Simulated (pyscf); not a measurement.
chlorine (Cl–Cl) + Cl–Si•(Cl)–Cl -> silicon tetrachloride (Cl–Si(Cl)(Cl)–Cl) + Cl atom (Cl•) (atom transfer; doublet surface; Cl–Cl broken, Cl–Si formed). Single points on ωB97X-D3(BJ)/def2-SVP structures (PySCF, gas phase). Energies in kcal/mol from the separated reactants.

| level | barrier | reaction energy |
|---|---|---|
| ωB97X-D3(BJ)/def2-TZVP | 9.1 | -54.2 |
| PBE/def2-TZVP | 1.7 | -40.4 |
| B3LYP-D3(BJ)/def2-TZVP | 3.2 | -48.5 |
| M06-2X/def2-TZVP | ? | ? |
| ωB97M-D3(BJ)/def2-TZVP | 9.0 | -52.7 |
| HF/def2-TZVP | ? | -64.3 |

Q: What belongs in the gaps?

A: 
- M06-2X/def2-TZVP, barrier: 9.4
- M06-2X/def2-TZVP, reaction energy: -49.4
- HF/def2-TZVP, barrier: 23.9

The functionals in the table span 7.7 kcal/mol in this barrier, from PBE to M06-2X. This is the saddle that the search found; another between the same sides may lie lower. The angle at the transferred Cl is 80°: a side-on saddle, likely not the lowest. Left out: the spin-orbit lowering of Cl.
